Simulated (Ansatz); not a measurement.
## HgS (P3₂21, No. 154)

Method: PBE0 (PAW; Ansatz, an electronic-structure program).

Numerical settings: plane-wave cutoff 460 eV, 6×6×4 k mesh (along the axes of the cell as run), Fermi–Dirac smearing 0.01 eV, scalar-relativistic PAW data made under PBE.

Cell: measured lattice: a = 4.145 Å, b = 4.145 Å, c = 9.496 Å, α = 90.00°, β = 90.00°, γ = 120.00°.

| Property | Value |
|---|---|
| band gap | 2.92 eV |
| smallest direct gap on the k points sampled | 2.97 eV |

Note: cell and atoms aren't relaxed at this level (pressure 2.4 GPa).

Spin–orbit coupling is not included.

The result took around 13 core-minutes (rough).
